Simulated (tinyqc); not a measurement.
Harmonic frequencies on the RHF/sto-3g surface (energies and gradients from PySCF), for LiH, spin multiplicity 1, step by step. Computed by tinyqc, a small Python program that keeps every step (integrals from PySCF). Settings: charge = 0, multiplicity = 1, basis = sto-3g, delta = 0.002. Command: `OMP_NUM_THREADS=1 python tinyqc.py 29355 29356 out.jsonl` (the two numbers bound the seeds that draw the settings). One thread of a shared host (Intel(R) Xeon(R) Processor @ 2.60GHz), about 0.9 s of CPU time with the checks.

## One row of the Hessian: 1Liz

optimised positions (bohr):
```
            x         y         z
1Li  0.000000  0.000000  0.278896
2H   0.000000  0.000000  3.133949
```

gradient at +delta (hartree/bohr):
```
              x           y            z
1Li  0.00000000  0.00000000   0.00022881
2H   0.00000000  0.00000000  -0.00022881
```

gradient at -delta (hartree/bohr):
```
              x           y            z
1Li  0.00000000  0.00000000  -0.00023601
2H   0.00000000  0.00000000   0.00023601
```

Displace 1Liz by +/-0.002 bohr; H(k, :) = (g(+) - g(-)) / (2 delta).

row of the Hessian (hartree/bohr^2): 1Lix 0.00000000, 1Liy 0.00000000, 1Liz 0.11620472, 2Hx 0.00000000, 2Hy 0.00000000, 2Hz -0.11620472

## Hessian by finite differences

All rows are made in the same way, and the matrix is symmetrised.

Hessian (symmetrised) (hartree/bohr^2):
```
             1Lix         1Liy         1Liz          2Hx          2Hy          2Hz
1Lix   0.00000142   0.00000000   0.00000000  -0.00000142   0.00000000   0.00000000
1Liy   0.00000000   0.00000142   0.00000000   0.00000000  -0.00000142   0.00000000
1Liz   0.00000000   0.00000000   0.11620472   0.00000000   0.00000000  -0.11620472
2Hx   -0.00000142   0.00000000   0.00000000   0.00000142   0.00000000   0.00000000
2Hy    0.00000000  -0.00000142   0.00000000   0.00000000   0.00000142   0.00000000
2Hz    0.00000000   0.00000000  -0.11620472   0.00000000   0.00000000   0.11620472
```

## Normal modes

masses (u): 1Li 7.016004, 2H 2.014102

Diagonalise H_ij / sqrt(m_i m_j); the 5 smallest eigenvalues belong to translations and rotations; wavenumber = sqrt(eigenvalue / 1822.888) x 219474.63; each mode has its largest component positive (the first on a tie); zero-point energy = sum of wavenumbers / 2, with 349.755 1/cm per kcal/mol. A mass of 2.014 u marks deuterium.

eigenvalues of the mass-weighted Hessian (hartree/(bohr^2 u)): 0.000000  0.000000  0.000000  0.000001  0.000001  0.074258

harmonic wavenumbers of the vibrations (1/cm): 1400.8

mass-weighted modes:
```
         mode 1
1Lix   0.000000
1Liy   0.000000
1Liz  -0.472274
2Hx    0.000000
2Hy    0.000000
2Hz    0.881452
```

zero-point energy = 2.002548 kcal/mol
